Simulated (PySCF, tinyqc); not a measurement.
Orbital energy against energy difference: ionisation energy by orbital energies and by energy differences in the 6-31g* basis, for BH, spin multiplicity 1. Computed by the program tinyqc with PySCF. 

Geometry (angstrom):
```
atom       x       y       z
B     0.0000  0.0000  0.0000
H     0.0000  0.0000  1.1050
```

CCSD(T) difference in the same basis = 9.2221 eV

IP-EOM-CCSD = 9.2660 eV

The cation is unrestricted; errors are against CCSD(T) in this basis, not against experiment.

First vertical ionisation energy (eV):
```
method     -e(HOMO)  E(cation) - E  error of -e(HOMO)  error of the difference
HF            9.037        8.14891             -0.186                   -1.073
LDA           4.787        9.37910             -4.435                    0.157
PBE           4.834        9.30170             -4.388                    0.080
B3LYP         5.875        9.42498             -3.347                    0.203
PBE0          6.088        9.26615             -3.134                    0.044
CAM-B3LYP     7.484        9.39931             -1.738                    0.177
LC-wPBE       8.972        9.34199             -0.251                    0.120
```

Koopmans errs by -0.19 eV and Delta-HF by -1.07 eV: relaxation, 0.89 eV, lowers the value and the missing correlation difference works against it. The PBE level is off by -4.4 eV through the wrong tail of its potential, though its energy difference is off by +0.08 eV; exact exchange deepens the level, and among the orbital energies HF comes closest; among the differences PBE0 does. The restricted reference is unstable here: a spin-polarised solution lies 0.0080 hartree lower (PySCF), so results built on it describe a poor reference.
